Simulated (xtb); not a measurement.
A run for xtb: GFN-FF on H2O (SMILES O).

```
$ xtb mol.xyz --gfnff --sp --chrg 0 --uhf 0
3

O      1.85803137     0.51852113    -0.25348871
H      1.04051437     0.02224913    -0.42664171
H      2.43993337     0.26002313    -0.96923471
```

Output:

```
[...]
           -------------------------------------------------
          |                Calculation Setup                |
           -------------------------------------------------



          ==================== Thresholds ====================
          CN  :   150.00000
          rep :   500.00000
          disp:  2500.00000
          HB1 :   250.00000
          HB2 :   450.00000

          Pauling EN used:
          Z : 1  EN :  2.20
          Z : 8  EN :  3.44
          electric field strengths (au): 0.000

           -------------------------------------------------
          |           Force Field Initialization            |
           -------------------------------------------------

          distances ...
          ----------------------------------------
          generating topology and atomic info file ...
          pair mat ...
          computing topology distances matrix with Floyd-Warshall algo ...
          making topology EEQ charges ...
          #fragments for EEQ constrain: 1
          ----------------------------------------
          generating topology and atomic info file ...
          pair mat ...
          computing topology distances matrix with Floyd-Warshall algo ...
          making topology EEQ charges ...
          #fragments for EEQ constrain: 1
          rings ...
          # BATM   0
          # H in HB   2

  atom   neighbors  erfCN metchar sp-hybrid imet pi  qest     coordinates
    1  O       2    1.91   0.00         3    0    0  -0.571    3.511170    0.979863   -0.479024
    2  H       1    0.97   0.01         0    0    0   0.285    1.966287    0.042045   -0.806236
    3  H       1    0.97   0.00         0    0    0   0.285    4.610806    0.491373   -1.831588

          #atoms :   3
          #bonds :   2
          #angl  :   1
          #tors  :   0
          #nmol  :   1
          #optfrag :   1
           -------------------------------------------------
          |                   G F N - F F                   |
          |          A general generic force-field          |
          |                  Version 1.0.3                  |
           -------------------------------------------------
          Number of HB bonds (bound hydrogen)     0
          Number of HB bonds (unbound hydrogen)   0
          Number of XB bonds                      0

 E+G (total)                   0 d,  0 h,  0 min,  0.000 sec
 distance/D3 list               ...        0 min,  0.000 sec (  1.011%)
 non bonded repulsion           ...        0 min,  0.000 sec ( 21.387%)
 dCN                            ...        0 min,  0.000 sec (  9.997%)
 EEQ energy and q               ...        0 min,  0.000 sec ( 14.343%)
 D3                             ...        0 min,  0.000 sec ( 11.766%)
 EEQ gradient                   ...        0 min,  0.000 sec (  8.440%)
 bonds                          ...        0 min,  0.000 sec (  6.572%)
 bend and torsion               ...        0 min,  0.000 sec (  6.335%)
 bonded ATM                     ...        0 min,  0.000 sec (  0.490%)
 HB/XB (incl list setup)        ...        0 min,  0.000 sec ( 11.333%)

         :::::::::::::::::::::::::::::::::::::::::::::::::::::
         ::                     SUMMARY                     ::
         :::::::::::::::::::::::::::::::::::::::::::::::::::::
         :: total energy              -0.327383344965 Eh    ::
         :: gradient norm              0.016805381231 Eh/a0 ::
         ::.................................................::
         :: bond energy               -0.269043691546 Eh    ::
         :: angle energy               0.000338306494 Eh    ::
         :: torsion energy             0.000000000000 Eh    ::
Note: The following floating-point exceptions are signalling: IEEE_UNDERFLOW_FLAG IEEE_DENORMAL
normal termination of xtb
         :: repulsion energy           0.029341665254 Eh    ::
         :: electrostat energy        -0.087880278500 Eh    ::
         :: dispersion energy         -0.000139346666 Eh    ::
         :: HB energy                  0.000000000000 Eh    ::
         :: XB energy                  0.000000000000 Eh    ::
         :: bonded atm energy          0.000000000000 Eh    ::
         :: external energy            0.000000000000 Eh    ::
         :: add. restraining           0.000000000000 Eh    ::
         :: total charge              -0.000000000000 e     ::
         :::::::::::::::::::::::::::::::::::::::::::::::::::::

           -------------------------------------------------
          |                Property Printout                |
           -------------------------------------------------

molecular dipole:
                 x           y           z       tot (Debye)
 q only:       -0.127      -0.438      -0.522       1.761

           -------------------------------------------------
          | TOTAL ENERGY               -0.327383344965 Eh   |
          | GRADIENT NORM               0.016805381231 Eh/α |
           -------------------------------------------------
########################################################################
[WARNING] Runtime exception occurred
-1- gfnff_setup: Could not read topology file.
########################################################################

------------------------------------------------------------------------
------------------------------------------------------------------------
 total:
 SCF:
```

The run finished.

Cost: very roughly 0.03 core-seconds.
